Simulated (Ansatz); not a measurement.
**C4H6O: harmonic frequencies at the relaxed geometry in Python**

Wanted for C4H6O: harmonic frequencies at the relaxed geometry.

All numbers are computed with the Python package of Ansatz 0.2.0. Level of theory: Hartree-Fock/def2-SVP.

**1. The structure**

Bond lengths: C1–C2 1.495 Å, C2–C3 1.340 Å, C3–C4 1.476 Å, C4–O5 1.225 Å, C1–H6 1.095 Å, C1–H7 1.094 Å, C1–H8 1.094 Å, C2–H9 1.088 Å, C3–H10 1.084 Å, C4–H11 1.103 Å. Angles (14 of 15 angles, heavy atoms first): C1–C2–C3 123.3°, C2–C3–C4 120.7°, C3–C4–O5 121.3°, C1–C2–H9 116.0°, C3–C2–H9 120.7°, C2–C1–H6 112.2°, C2–C1–H7 109.9°, C2–C1–H8 109.9°, C2–C3–H10 123.2°, C4–C3–H10 116.1°, C3–C4–H11 116.4°, O5–C4–H11 122.3°, H6–C1–H7 108.2°, H6–C1–H8 108.2°.

No structure file is read: the coordinates are typed or built in the script.

**2. The script**

freq.py reads:

```python
# -*- coding: utf-8 -*-
import itertools

import ansatz
from ase.data import atomic_numbers, covalent_radii
import numpy as np
from rdkit import Chem
from rdkit.Chem import AllChem

rd = Chem.AddHs(Chem.MolFromSmiles("C/C=C/C=O"))
AllChem.EmbedMolecule(rd, randomSeed=551)
AllChem.UFFOptimizeMolecule(rd)
molecule = ansatz.Crystal.molecule()
for atom, xyz in zip(rd.GetAtoms(), rd.GetConformer().GetPositions()):
    molecule = molecule.atom(atom.GetSymbol(), xyz.round(5).tolist())

calc = molecule.calculation()
calc = calc.basis(gaussian="def2-SVP").functional("hf")
symbols = [site.symbol for site in molecule.cartesian_sites]
start = np.array([site.position_ang for site in molecule.cartesian_sites], dtype=float)
r = calc.relax(force_tolerance=0.003).run(threads=1, backend="cpu").report
end = np.array(r["positions_ang"])

radius = [covalent_radii[atomic_numbers[s]] for s in symbols]
span = lambda where, i, j: np.linalg.norm(where[i] - where[j])
bonded = [(i, j) for i, j in itertools.combinations(range(len(symbols)), 2) if min(span(start, i, j), span(end, i, j)) < 1.2 * (radius[i] + radius[j])]
print("pair        before    after (A)")
for i, j in bonded:
    print(f"{symbols[i]}{i}-{symbols[j]}{j}".ljust(10), f"{span(start, i, j):8.4f} {span(end, i, j):8.4f}")

minimum = ansatz.Crystal.molecule()
for symbol, place in zip(symbols, end):
    minimum = minimum.atom(symbol, place.tolist())
vibrating = minimum.calculation()
vibrating = vibrating.basis(gaussian="def2-SVP")
vibrating = vibrating.functional("hf").phonons(temperatures=(298.15, 498.15, 100))
vib = vibrating.run(threads=1, backend="cpu").report["vibrations"]
sums = vib["harmonic_sums"]
modes = [m["omega_inv_cm"] for m in sums["modes_at_gamma"] if m["rigid_motion"] == "no"]
for number, w in enumerate(modes, start=1):
    print(f"mode {number:2d} {w:9.1f} 1/cm {w / 8065.544 * 1000:8.2f} meV")
print("imaginary modes:", sum(w < 0 for w in modes), " zero-point energy:", round(sums["zero_point_energy_ev"], 4), "eV")
print("T (K)   F_vib (eV)   S_vib (meV/K)   C_vib (meV/K)")
for row in zip(sums["temperatures_k"], sums["vibrational_free_energy_ev"], vib["entropy_ev_per_k"], vib["heat_capacity_ev_per_k"]):
    print(f"{row[0]:6.1f} {row[1]:11.4f} {1000 * row[2]:13.4f} {1000 * row[3]:15.4f}")
```

**3. What the engine is handed**

The engine receives this input (first run):

```yaml
crystal:
  periodic: [false, false, false]
  atoms:
    - { symbol: C, position_ang: [-1.74817, -0.07589, -0.04888] }
    - { symbol: C, position_ang: [-0.33848, 0.38984, -0.22197] }
    - { symbol: C, position_ang: [0.68534, -0.3446, 0.21582] }
    - { symbol: C, position_ang: [2.07018, 0.10806, 0.04833] }
    - { symbol: O, position_ang: [3.01917, -0.60295, 0.47001] }
    - { symbol: H, position_ang: [-2.44593, 0.67339, -0.47791] }
    - { symbol: H, position_ang: [-1.89493, -1.04395, -0.57299] }
    - { symbol: H, position_ang: [-1.97635, -0.20151, 1.03071] }
    - { symbol: H, position_ang: [-0.16, 1.34018, -0.71213] }
    - { symbol: H, position_ang: [0.50035, -1.2941, 0.70521] }
    - { symbol: H, position_ang: [2.28881, 1.05153, -0.43618] }
basis:
  gaussian:
    orbitals: def2-SVP
hamiltonian:
  xc: hf
relax:
  f_tol: 0.003
```

**4. Launch**

Run with:

```
$ python freq.py
```

Q: Predict the main results. Wanted: moves of the relaxation of run 1; energy gained in run 1; last largest force component of run 1; highest frequency; imaginary modes; zero-point energy.

As calculated:

| quantity | value |
| --- | --- |
| runs compared | 2 |
| moves of the relaxation of run 1 | 20 |
| energy gained in run 1 | 0.401 eV |
| last largest force component of run 1 | 0.0027 eV/Å |
| highest frequency | 3341 cm⁻¹ |
| imaginary modes | 0 |
| zero-point energy | 2.607 eV |

**Reading.** Run 1: The relaxation took 20 moves; the largest shift is 0.798 Å, of atom 8 (H). All frequencies are real, so the geometry is a minimum. The values are harmonic; measured fundamentals also hold anharmonic shifts, mostly downward for stretches. The frequencies are harmonic and unscaled, in a modest basis. The result belongs to the one conformer reached from this start, and soft torsions count as harmonic oscillators.
